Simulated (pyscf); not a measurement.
Single points on ωB97X-D3(BJ)/def2-SVP structures (PySCF, gas phase).

Estimate by transition-state theory the rate constant of H₃C–MgH + methane (CH₄) → H₃C–Mg–CH₃ + hydrogen (H₂) (singlet surface; H–Mg, C–H broken, C–Mg, H–H formed) at 1200 K, with ωB97M-D3(BJ)/def2-TZVP energies (ideal gas, 1 atm, RRHO with modes under 100 cm⁻¹ raised to 100, one conformer, R ln 2 for chiral ones without a mode under 150 cm⁻¹; no tunnelling).

The electronic barrier is 36.2 kcal/mol and the thermal terms add +27.5, so ΔG‡ = 63.7 kcal/mol. With k_BT/h = 2.50e+13 s⁻¹ and RT = 2.385 kcal/mol, and a volume of 1.64e-19 cm³ per molecule at 1 atm, k = 1.0e-17 cm³ molecule⁻¹ s⁻¹. Wigner's tunnelling factor for 1452i cm⁻¹ would be 1.13. A shift of 1 kcal/mol in the barrier changes k by a factor 1.5. At the saddle there is also a short H–Mg contact that neither side keeps. One saddle was located; it need not be the lowest between these sides.
